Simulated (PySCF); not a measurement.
A structure optimised at PBE0-D3(BJ)/def2-TZVPD, used in a PySCF frequency run:

```
C
O 1 1.1958
H 1 1.1084 2 121.95
H 1 1.1084 3 116.09 2 180.00
```
Charge 0, spin multiplicity 1.

**Question.** Write its SMILES, formula and point group.

**Answer.** C=O, CH₂O, C2v

**Question.** What are its rotational constants (standard atomic weights)?

**Answer.** 283.44, 39.353, 34.555 GHz
